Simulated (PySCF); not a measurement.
Ionisation energies (eV) were calculated with PySCF 2.14 by PBE, MP2 (valence), LDA, in another order, as differences of total energies without spin-orbit coupling. The measured values are between term centres (NIST).

| species | measured | A | B | C |
| --- | --- | --- | --- | --- |
| He (x2c-TZVPPall, spin-free X2C) | 24.587 | 24.283 | 24.353 | 24.449 |
| Be (x2c-TZVPPall, spin-free X2C) | 9.323 | 9.022 | 8.753 | 8.996 |
| Fe (x2c-TZVPPall, spin-free X2C) | 7.904 | 8.164 | 7.439 | 7.859 |
| As (x2c-TZVPPall, spin-free X2C) | 10.008 | 10.044 | 9.909 | 9.898 |
| Zr (x2c-TZVPPall, spin-free X2C) | 6.639 | 6.727 | 6.089 | 6.423 |
| In⁺ (x2c-TZVPPall, spin-free X2C) | 18.870 | 19.414 | 17.656 | 18.981 |
| Re (x2c-TZVPPall, spin-free X2C) | 7.834 | 8.188 | 7.310 | 7.722 |
| Hg⁺ (x2c-TZVPPall, spin-free X2C) | 18.757 | 19.434 | 18.512 | 19.035 |

Question: Which column is which method?

Answer: A is LDA (mean error 0.17 eV); B is MP2 (valence) (mean error -0.49 eV); C is PBE (mean error -0.07 eV). LDA overbinds the outer electron and comes out highest. Valence MP2 in a finite basis recovers only part of the missing correlation, so it stays below experiment on average. PBE, with gradient corrections, lies close to experiment on average, with errors of both signs.
